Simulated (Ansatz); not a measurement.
Input file:

```yaml
crystal:
  periodic: [false, false, false]
  atoms:
    - {symbol: B, position_ang: [0.000000, 0.000000, 0.115089]}
    - {symbol: B, position_ang: [0.000000, 0.000000, -1.407623]}
    - {symbol: H, position_ang: [0.000000, 0.000000, 1.292533]}
basis:
  gaussian: {orbitals: cc-pVTZ}
total_charge: 1
magnetization: {spin_polarized: true, initial_magnetization: 0}
hamiltonian: {xc: hf}
output: {orbitals: {seedname: orbitals}}
```

```sh
$ ansatz run in.yaml --threads 1 --pin off --events-out ev --progress --plain --max-ram 2393MiB
```

Output:

```
566 factors; their error is unknown
mean field evaluation 1: about -1343.4659 eV, gradient 7.7e0 eV
mean field evaluation 2: about -1343.9604 eV, gradient 2.1e0 eV
mean field evaluation 4: about -1344.0190 eV, gradient 9.8e-2 eV
mean field evaluation 8: about -1344.0067 eV, gradient 4.9e-6 eV
mean field evaluation 16: about -1345.6554 eV, gradient 5.4e-1 eV
mean field evaluation 32: about -1345.6548 eV, gradient 8.4e-1 eV
mean field evaluation 64: about -1345.9020 eV, gradient 6.7e-1 eV
mean field evaluation 96: about -1344.0067 eV, gradient 3.3e-5 eV
mean field -1346.12777507 eV, -49.4692832955 hartree, gradient 9.9e-6 eV, S^2 1.009081; 5 other end points of the search recorded, 0 dependent functions left out
reference -1346.12777507 eV, -49.4692832955 hartree; 5, 5 occupied and 69, 69 virtual orbitals, 566 factors
Total energy: -1346.12777507 eV, -49.4692832955 hartree
```

Ran on 1 thread of Intel Xeon, shared host: 2.9 s wall, 0.11 GiB peak host memory.
